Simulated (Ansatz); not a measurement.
**Structure relaxation of MgC3**

All numbers below come from DFT PBE, scalar-relativistic, plane waves, PAW (Ansatz). Cutoff 420 eV, Γ-centred k mesh, Gaussian smearing, no spin polarisation in the final step.

MgC3 was placed on the Cu3Au (L1_2) structure type (Pm-3m, No. 221), with Mg in place of Au, C in place of Cu, at a guessed volume.

```
Mg C
1.0
     3.43201    0.00000    0.00000
     0.00000    3.43201    0.00000
     0.00000    0.00000    3.43201
Mg C
1 3
Direct
  0.00000 0.00000 0.00000
  0.00000 0.50000 0.50000
  0.50000 0.00000 0.50000
  0.50000 0.50000 0.00000
```

Cell and atoms relax at zero pressure; the relaxation can't lower the symmetry of the start. After a coarse first stage the cell is made exact in the group found at 0.06 Å.

Energies over the elements count from the elements' standard structures at the same level, with no empirical corrections.

What does it relax into?

It keeps Pm-3m (No. 221). The result has the Cu3Au (L1_2) structure. Conventional cell: a = 3.267 Å. Mg has 12 C at 2.31 Å; around C lie 4 Mg at 2.31 Å and 8 C at 2.31 Å.

```cif
data_structure
_symmetry_space_group_name_H-M 'Pm-3m'
_symmetry_Int_Tables_number 221
_cell_length_a 3.2665
_cell_length_b 3.2665
_cell_length_c 3.2665
_cell_angle_alpha 90.000
_cell_angle_beta 90.000
_cell_angle_gamma 90.000
_cell_volume 34.85
loop_
_atom_site_label
_atom_site_type_symbol
_atom_site_symmetry_multiplicity
_atom_site_Wyckoff_symbol
_atom_site_fract_x
_atom_site_fract_y
_atom_site_fract_z
_atom_site_occupancy
Mg1 Mg 1 a 0.00000 0.00000 0.00000 1
C1 C 3 c 0.00000 0.50000 0.50000 1
```

What are its volume, energy, density and gap?

The volume per atom is 8.71 Å³, the density is 2.87 g/cm³ and the energy over the elements is 2.71 eV/atom. The gap on the 14×14×14 mesh is 0 eV (a metal).

The final run used a 14×14×14 mesh on its 4-atom cell and 0.10 eV smearing. The k mesh leaves about 4 meV/atom of noise in metals. A structure relaxed within its symmetry needn't be a true minimum.

Cost: 3 runs of about 0.3 core-minutes in all, on Intel Xeon Platinum 8259CL (Skylake/Cascade Lake) (shared hosts).